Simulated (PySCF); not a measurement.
# SF4 (sulfur tetrafluoride): levels of theory compared

Aim: a comparison of 3 runs (HF/STO-3G, HF/3-21G, SCS-MP2/6-311+G**) of SF4 (sulfur tetrafluoride). The job is set up through a Python script.

The results are computed with PySCF 2.14.0.

1 further run of the same task is left out (set aside as unsound or not needed).

## 1. The structure to begin with

The species is SF4 (5 atoms), meant as a singlet with charge 0. SMILES: `FS(F)(F)F`. One bond was lengthened or shortened from a relaxed shape.

Bond lengths: F1–S2 1.553 Å, S2–F3 1.649 Å, S2–F4 1.649 Å, S2–F5 1.786 Å. Angles: F1–S2–F3 87.6°, F1–S2–F4 87.6°, F1–S2–F5 101.3°, F3–S2–F4 172.5°, F3–S2–F5 87.6°, F4–S2–F5 87.6°.

## 2. The energy at HF/STO-3G (run 1)

Input file geometry.xyz:

```xyz
5
F4S
F     -0.611700    -0.450345     1.220825
S      0.013500    -0.579745    -0.194975
F      1.486200    -0.684345     0.539425
F     -1.490600    -0.299645    -0.810175
F      0.400600     1.124600    -0.563100
```

Input file run.py:

```python
from pyscf import gto, scf

molecule = gto.Mole()
molecule.atom = 'geometry.xyz'
molecule.charge = 0
molecule.max_memory = 1860
molecule.verbose = 3
molecule.basis = 'sto-3g'
molecule.build()

calc0 = scf.RHF(molecule)
calc0.conv_tol = 1e-10
calc0.kernel()
if not calc0.converged:
    calc0 = calc0.newton().run(calc0.mo_coeff, calc0.mo_occ)

e_final = calc0.e_tot
print('E = %.10f Eh' % e_final)
```

Run with:

```
$ OMP_NUM_THREADS=1 python run.py
```

What it wrote:

```text
converged SCF energy = -785.001401319804
E = -785.0014013198 Eh
```

Run time: 0.71 s. Hardware: 1 thread of Intel Xeon at 2.70GHz, shared host; peak memory 0.1 GiB.

## 3. The energy at HF/3-21G (run 2)

Input file input.xyz:

```xyz
5

F     -0.611700    -0.450345     1.220825
S      0.013500    -0.579745    -0.194975
F      1.486200    -0.684345     0.539425
F     -1.490600    -0.299645    -0.810175
F      0.400600     1.124600    -0.563100
```

Input file input.py:

```python
from pyscf import gto

molecule = gto.M(
    atom='input.xyz',
    basis='3-21g',
    charge=0,
    max_memory=1860,
    verbose=4,
)

mf = molecule.RHF()
mf.conv_tol = 1e-10
mf.kernel()
if not mf.converged:
    mf = mf.newton().run(mf.mo_coeff, mf.mo_occ)

etot = mf.e_tot
print('Final energy', etot)
```

Run with:

```
$ OMP_NUM_THREADS=1 python input.py
```

What it wrote:

```text
PySCF version 2.14.0

[INPUT] num. atoms = 5
[INPUT] num. electrons = 52
[INPUT] charge = 0
[INPUT] spin (= nelec alpha-beta = 2S) = 0
[INPUT] symmetry False subgroup None
[INPUT] Mole.unit = angstrom
[INPUT] Symbol           X                Y                Z      unit          X                Y                Z       unit  Magmom
[INPUT]  1 F     -0.611700000000  -0.450345000000   1.220825000000 AA   -1.155945470396  -0.851028711567   2.307024896022 Bohr   0.0
[INPUT]  2 S      0.013500000000  -0.579745000000  -0.194975000000 AA    0.025511302682  -1.095559272086  -0.368449351137 Bohr   0.0
[INPUT]  3 F      1.486200000000  -0.684345000000   0.539425000000 AA    2.808510966329  -1.293224624715   1.019365514744 Bohr   0.0
[INPUT]  4 F     -1.490600000000  -0.299645000000  -0.810175000000 AA   -2.816825761277  -0.566246984595  -1.531008862969 Bohr   0.0
[INPUT]  5 F      0.400600000000   1.124600000000  -0.563100000000 AA    0.757024285501   2.125185999686  -1.064104780743 Bohr   0.0

nuclear repulsion = 288.410427368978
number of shells = 27
number of NR pGTOs = 87
number of NR cGTOs = 49
basis = 3-21g
ecp = {}

******** <class 'pyscf.scf.hf.RHF'> ********
method = RHF
initial guess = minao
damping factor = 0
level_shift factor = 0
DIIS = <class 'pyscf.scf.diis.CDIIS'>
diis_start_cycle = 1
diis_space = 8
diis_damp = 0
SCF conv_tol = 1e-10
SCF conv_tol_grad = None
SCF max_cycles = 50
direct_scf = True
direct_scf_tol = 1e-13
Set gradient conv threshold to 1e-05
Initial guess from minao.
init E= -791.111853689827
  HOMO = -0.370165621836675  LUMO = -0.0429270143541922  gap/eV = 8.90462
cycle= 1 E= -790.741162747629  delta_E= 0.371  |g|= 0.939  |ddm|= 2.49
  HOMO = -0.513004790916283  LUMO = -0.0579687687986175  gap/eV = 12.38216
cycle= 2 E= -790.891989864077  delta_E= -0.151  |g|= 0.608  |ddm|= 1.31
  HOMO = -0.512784304170229  LUMO = -0.00213519080890023  gap/eV = 13.89547
cycle= 3 E= -790.947906691628  delta_E= -0.0559  |g|= 0.0593  |ddm|= 0.38
  HOMO = -0.498029185821182  LUMO = 0.0276817660379418  gap/eV = 14.30532
cycle= 4 E= -790.950050697121  delta_E= -0.00214  |g|= 0.0312  |ddm|= 0.106
  HOMO = -0.495240125130197  LUMO = 0.0278942109620619  gap/eV = 14.23521
cycle= 5 E= -790.95056162944  delta_E= -0.000511  |g|= 0.0115  |ddm|= 0.057
  HOMO = -0.495944697592434  LUMO = 0.0277325971509228  gap/eV = 14.24999
cycle= 6 E= -790.950660459908  delta_E= -9.88e-05  |g|= 0.00331  |ddm|= 0.0299
  HOMO = -0.495119939391095  LUMO = 0.0282184632076428  gap/eV = 14.24076
cycle= 7 E= -790.950670821156  delta_E= -1.04e-05  |g|= 0.000809  |ddm|= 0.0123
  HOMO = -0.495136337986541  LUMO = 0.0282738762055654  gap/eV = 14.24272
cycle= 8 E= -790.950671460018  delta_E= -6.39e-07  |g|= 0.000348  |ddm|= 0.00261
  HOMO = -0.495113062983145  LUMO = 0.0282736267116217  gap/eV = 14.24208
cycle= 9 E= -790.950671554327  delta_E= -9.43e-08  |g|= 0.000159  |ddm|= 0.000861
  HOMO = -0.495121125551704  LUMO = 0.0282717513136834  gap/eV = 14.24225
cycle= 10 E= -790.950671577111  delta_E= -2.28e-08  |g|= 4.18e-05  |ddm|= 0.000471
  HOMO = -0.495123751377922  LUMO = 0.028268862410993  gap/eV = 14.24224
cycle= 11 E= -790.950671579034  delta_E= -1.92e-09  |g|= 1.41e-05  |ddm|= 0.000127
  HOMO = -0.495122824751822  LUMO = 0.0282700897117527  gap/eV = 14.24225
cycle= 12 E= -790.950671579232  delta_E= -1.98e-10  |g|= 4.3e-06  |ddm|= 3.86e-05
  HOMO = -0.495123068331875  LUMO = 0.0282697651201405  gap/eV = 14.24224
cycle= 13 E= -790.950671579248  delta_E= -1.57e-11  |g|= 1.92e-06  |ddm|= 1.16e-05
  HOMO = -0.495123121983614  LUMO = 0.0282697795075633  gap/eV = 14.24225
Extra cycle  E= -790.950671579249  delta_E= -6.82e-13  |g|= 1e-06  |ddm|= 2.64e-06
converged SCF energy = -790.950671579249
Final energy -790.9506715792486
```

Wall time 0.98 s (1 thread of Intel Xeon at 2.70GHz, shared host); peak memory 0.12 GiB.

## 4. A single-point energy at SCS-MP2/6-311+G(d,p) (run 3)

Input file job.py:

```python
from pyscf import gto, mp

molecule = gto.M(
    atom=[
    ('F', (-0.611700, -0.450345, 1.220825)),
    ('S', (0.013500, -0.579745, -0.194975)),
    ('F', (1.486200, -0.684345, 0.539425)),
    ('F', (-1.490600, -0.299645, -0.810175)),
    ('F', (0.400600, 1.124600, -0.563100)),
],
    basis='6-311+g**',
    max_memory=1860,
    verbose=3,
    spin=0,
)

hf = molecule.RHF()
hf.conv_tol = 1e-10
hf.kernel()
if not hf.converged:
    hf = hf.newton().run(hf.mo_coeff, hf.mo_occ)

pt = mp.MP2(hf, frozen=9).run()
etot = hf.e_tot + 1.2 * pt.e_corr_os + pt.e_corr_ss / 3
print('Final energy', etot)
```

Run with:

```
$ OMP_NUM_THREADS=1 python job.py
```

What it wrote:

```text
converged SCF energy = -795.232923251518
E(RMP2) = -796.242579506875  E_corr = -1.00965625535669
E(SCS-RMP2) = -796.204909190054  E_corr = -0.97198593853523
Final energy -796.2049091900536
```

It took 5.1 s on 1 thread of Intel Xeon at 2.70GHz, shared host; peak memory 0.4 GiB.

## 5. The series

```csv
run,level,frozen core orbitals,energy (Eh),dipole moment (D) of the reference,HOMO energy (eV),LUMO energy (eV),wall time
1,HF/STO-3G,–,-785.001401,0.65,-7.05,6.23,0.71 s
2,HF/3-21G,–,-790.950672,1.93,-13.47,0.77,0.98 s
3,SCS-MP2/6-311+G**,9,-796.204909,1.92,-14.57,0.09,5.1 s
```

## 6. What came out

| quantity | value |
| --- | --- |
| run 3: total energy | -796.20491 Eh |
| run 3: dipole moment (Hartree–Fock density) | 1.92 D |
| run 3: HOMO energy (Hartree–Fock orbitals) | -14.57 eV |
| run 3: LUMO energy (Hartree–Fock orbitals) | 0.09 eV |
| run 3: HOMO–LUMO gap (Hartree–Fock orbitals) | 14.65 eV |
| run 3: correlation energy (9 core orbitals frozen) | -972.0 mEh |

What this shows: In run 1 the basis is minimal, so the values are rough. All runs together took 6.8 s, the longest 5.1 s.
